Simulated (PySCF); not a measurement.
How methods differ on the electron affinity of Al

Al⁻ [Ne] 3s2 3p2 (3P) → Al [Ne] 3s2 3p1 (2P), as a difference of total energies. Computed with PySCF 2.14 in aug-cc-pCVQZ-DK, with the spin-free X2C one-electron Hamiltonian (Gaussian nucleus). Correlated levels: valence: [Ne] frozen; valence and next inner shell: 1s2 frozen; nothing frozen. The calculations carry no spin-orbit coupling.

```tsv
method	electron affinity (eV)	error (eV)
UHF	0.009	-0.424
LDA	0.640	+0.207
PBE	0.583	+0.150
PBE0	0.529	+0.096
r2SCAN	0.601	+0.168
wB97X-V	0.274	-0.159
MN15	0.545	+0.112
B97-3	0.356	-0.077
MP2 (valence)	0.373	-0.060
SCS-MP2 (valence)	0.271	-0.162
MP2 (valence and next inner shell)	0.358	-0.075
SCS-MP2 (valence and next inner shell)	0.260	-0.173
MP2 (all electrons)	0.359	-0.074
SCS-MP2 (all electrons)	0.260	-0.173
```

Reference: 0.433 eV (measured; photodetachment measurements, as compiled on the Wikipedia data page of electron affinities).

In the anion the highest occupied orbital energy is positive at LDA, PBE, PBE0, r2SCAN, MN15, B97-3, a self-interaction effect; the basis confines that electron, and the energy difference can still be sensible.
